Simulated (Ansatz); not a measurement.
A nudged elastic band was laid between two geometries of BClH2 + CH3 (8 atoms, charge 0, multiplicity 2).

The calculation used UKS PBE0/6-31G* (Ansatz 0.2.0).

```
movable images  : 5
climbing image  : yes
spring          : 5.0 eV/Å²
optimiser       : quadratic models (default)
start path      : through a guess of the saddle point
force threshold : 0.05 eV/Å
iteration limit : 60
end points      : relaxed
```

Initial state:

```xyz
8
Properties=species:S:1:pos:R:3
B 0.037 0.000 -0.518
H 0.074 0.002 0.674
Cl 1.546 -0.002 -1.388
H -0.972 -0.001 -1.154
C -0.026 0.000 3.695
H -0.610 -0.911 3.716
H 1.055 -0.050 3.679
H -0.523 0.962 3.722
```

Final state:

```xyz
8
Properties=species:S:1:pos:R:3
B 0.045 -0.218 -0.553
H -0.082 -0.873 2.056
Cl 1.557 0.553 -0.846
H -0.989 0.384 -0.515
C -0.006 -0.142 2.868
H -0.632 -0.469 3.702
H 1.034 -0.071 3.195
H -0.347 0.837 2.521
```

**Question.** What changes between the two ends?

**Answer.** Bonds broken: B1–H2. Bonds formed: H2–C5. BClH2 + CH3 becomes BClH + CH4.

**Question.** What energy profile does the band end with?

**Answer.** The run converged. The highest image is number 1 of 0 to 6, 0.000 eV above the first end and 0.188 eV above the last; the last end lies 0.188 eV below the first. The top lies less than 8 meV above the higher end, about what the thresholds resolve: that end is a shoulder or a very shallow well. A vibrational analysis at the climbing image gives 3 clearly imaginary modes (105i, 61i, 41i cm⁻¹): a point of higher order. A lower path may pass nearby, or the ends, which weren't checked, may share the extra mode.

```json
{"image": "0", "path coordinate (Å)": "0.00", "energy (eV)": "0.000", "B1–H2 (Å)": "1.19", "H2–C5 (Å)": "3.02"}
{"image": "1", "path coordinate (Å)": "0.91", "energy (eV)": "0.000", "B1–H2 (Å)": "1.19", "H2–C5 (Å)": "3.07"}
{"image": "2", "path coordinate (Å)": "2.74", "energy (eV)": "-0.084", "B1–H2 (Å)": "1.19", "H2–C5 (Å)": "2.99"}
{"image": "3", "path coordinate (Å)": "4.57", "energy (eV)": "-0.185", "B1–H2 (Å)": "2.48", "H2–C5 (Å)": "1.10"}
{"image": "4", "path coordinate (Å)": "6.40", "energy (eV)": "-0.185", "B1–H2 (Å)": "3.36", "H2–C5 (Å)": "1.09"}
{"image": "5", "path coordinate (Å)": "8.23", "energy (eV)": "-0.185", "B1–H2 (Å)": "2.79", "H2–C5 (Å)": "1.09"}
{"image": "6", "path coordinate (Å)": "10.07", "energy (eV)": "-0.188", "B1–H2 (Å)": "2.69", "H2–C5 (Å)": "1.10"}
```

**Question.** What is the geometry of the highest image?

**Answer.** 
```xyz
8
Properties=species:S:1:pos:R:3
B -0.040 0.087 -0.478
H -0.260 0.501 0.618
Cl 1.621 -0.126 -0.955
H -0.890 -0.196 -1.263
C 0.036 -0.066 3.621
H -0.528 -0.980 3.754
H 1.069 -0.110 3.303
H -0.428 0.890 3.827
```

Time of the run: 9.6 min on 1 thread of Arm Neoverse V1 (shared host), peak memory 0.14 GiB.
